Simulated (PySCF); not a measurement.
Method: PySCF with PBE-D3(BJ)/def2-TZVP // CAM-B3LYP-D3(BJ)/def2-TZVP. Gas-phase values, no solvent. Excitations are Tamm–Dancoff values on a coarser integration grid. The basis has no diffuse functions, so Rydberg states are missing or too high.

Reference species (SMILES): `ClB(N)Cl` (neutral, multiplicity 1).

S1 oscillator strength: 0.000
S1–T1 gap (TDA): 0.75 eV
HOMO: -7.17 eV
S1 excitation (TDA): 6.62 eV

Changed species: `ClB(Cl)Cl` (0 of 3 Cl replaced by NH2; the reference has 1 of 3 Cl replaced by NH2).

**Question.** What does the change do to the S1 oscillator strength, S1–T1 gap (TDA), HOMO and S1 excitation (TDA)?

**Answer.** the S1 oscillator strength stays essentially unchanged; the S1–T1 gap (TDA) falls by 0.56 eV, to 0.19 eV; the HOMO falls by 0.48 eV, to -7.65 eV; the S1 excitation (TDA) falls by 1.50 eV, to 5.12 eV.
